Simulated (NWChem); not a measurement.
System: sulfur dioxide (SO₂); SMILES O=S=O

```xyz
3

O      1.2504     0.0000     0.3713
S      0.0000     0.0000    -0.3713
O     -1.2504     0.0000     0.3713
```
Atoms are numbered in this order, from 1.

Structure relaxed at the PBE0/def2-SVP level.

Symmetry labels are those of C2v in the frame above (b1 and b2, or b-type labels, depend on it).

Problem. List the 4 lowest vertical singlet excitations from PBE0/6-31G* (spherical d), TDA (NWChem).

Solution. 
```json
[
 {"state": "S1", "energy (eV)": "4.05", "oscillator strength": "0.009", "symmetry": "b2", "leading excitation (squared amplitude)": "HOMO → LUMO (0.99)"},
 {"state": "S2", "energy (eV)": "4.34", "oscillator strength": "0.000", "symmetry": "a2", "leading excitation (squared amplitude)": "HOMO−1 → LUMO (1.00)"},
 {"state": "S3", "energy (eV)": "6.75", "oscillator strength": "0.067", "symmetry": "b1", "leading excitation (squared amplitude)": "HOMO−2 → LUMO (0.74)"},
 {"state": "S4", "energy (eV)": "8.31", "oscillator strength": "0.002", "symmetry": "b2", "leading excitation (squared amplitude)": "HOMO−3 → LUMO (0.99)"}
]
```
